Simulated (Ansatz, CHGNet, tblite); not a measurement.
# Ladder of methods for the lattice parameter a of hexagonal BN

Reference value: 2.504 Å (measured, 297 K, no zero-point or thermal correction; as tabulated in Ioffe Institute, New Semiconductor Materials archive).

```csv
level (code),value (Å)
GFN1-xTB (tblite),2.505
CHGNet-r²SCAN,2.502
LDA (Ansatz),2.489
PBE (Ansatz),…
PBE-D3(BJ) (Ansatz),…
r²SCAN+rVV10 (Ansatz),2.501
PBE0 (Ansatz),2.495
```

Fill in the missing entries.


- PBE (Ansatz, a program for electronic structure), value (Å): 2.512
- PBE-D3(BJ) (Ansatz), value (Å): 2.507

Differences against the reference: GFN1-xTB +0.04 %, CHGNet-r²SCAN -0.08 %, LDA -0.60 %, PBE +0.32 %, PBE-D3(BJ) +0.12 %, r²SCAN+rVV10 -0.12 %, PBE0 -0.36 %.

The reference is not for a static lattice or low temperature, so close values are not ranked against it.

The measured value isn't corrected to a static lattice, so vibrations enter the comparison.  GFN1-xTB: the method was fitted mainly to molecules. GFN1-xTB: the run uses a supercell at the zone centre in place of a k mesh. LDA: LDA has no dispersion term either, though it tends to give short spacings of layers, chains or molecules. PBE: for a layered or molecular solid the relaxed cell lies over 5 % above the published volume, where the minimum can be shallow. PBE, PBE0: the cell comes from a level without a dispersion term, which matters for the spacing of layers, chains or molecules. Cutoffs and k meshes differ between the levels. Ansatz's density-functional and Hartree–Fock values are scalar-relativistic unless marked +SOC, with PAW data made under PBE.

Machine-learned potentials (CHGNet-r²SCAN) are trained on DFT data: a solid inside that data is no test of them.

Differences are worked out from the printed values.
